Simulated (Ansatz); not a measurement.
Input file:

```yaml
crystal:
  periodic: [false, false, false]
  atoms:
    - {symbol: O, position_ang: [-1.070435, -0.027457, 0.000000]}
    - {symbol: H, position_ang: [-1.319745, 0.899119, 0.000000]}
    - {symbol: H, position_ang: [-0.110906, -0.027457, 0.000000]}
    - {symbol: O, position_ang: [1.160565, -0.027457, 0.000000]}
basis:
  gaussian: {orbitals: cc-pVTZ}
magnetization: {spin_polarized: true, initial_magnetization: 2}
hamiltonian: {xc: hf}
output: {orbitals: {seedname: orbitals}}
```

```sh
$ ansatz run in.yaml --threads 1 --pin off --events-out ev --progress --plain --max-ram 2816MiB --backend cpu
```

Output:

```
552 factors; their error is unknown
mean field evaluation 1: about -4101.7385 eV, gradient 2.3e1 eV
mean field evaluation 2: about -4103.3483 eV, gradient 1.3e1 eV
mean field evaluation 4: about -4104.0497 eV, gradient 9.5e-1 eV
mean field evaluation 8: about -4104.0711 eV, gradient 1.2e-1 eV
mean field evaluation 16: about -4104.1109 eV, gradient 1.4e-5 eV
mean field evaluation 32: about -4104.0860 eV, gradient 8.4e-2 eV
mean field evaluation 64: about -4104.0313 eV, gradient 5.2e-2 eV
mean field evaluation 96: about -4101.3900 eV, gradient 3.4e0 eV
mean field evaluation 128: about -4104.0594 eV, gradient 7.2e-2 eV
mean field evaluation 160: about -4104.1047 eV, gradient 6.9e-2 eV
mean field -4104.11087063 eV, -150.8232926294 hartree, gradient 1.3e-6 eV, S^2 2.015863; 4 other end points of the search recorded, 0 dependent functions left out
reference -4104.11087063 eV, -150.8232926294 hartree; 10, 8 occupied and 78, 80 virtual orbitals, 552 factors
Total energy: -4104.11087063 eV, -150.8232926294 hartree
```

Ran on 1 thread of AMD EPYC 7R13, shared host: 2 s wall, 0.14 GiB peak host memory.
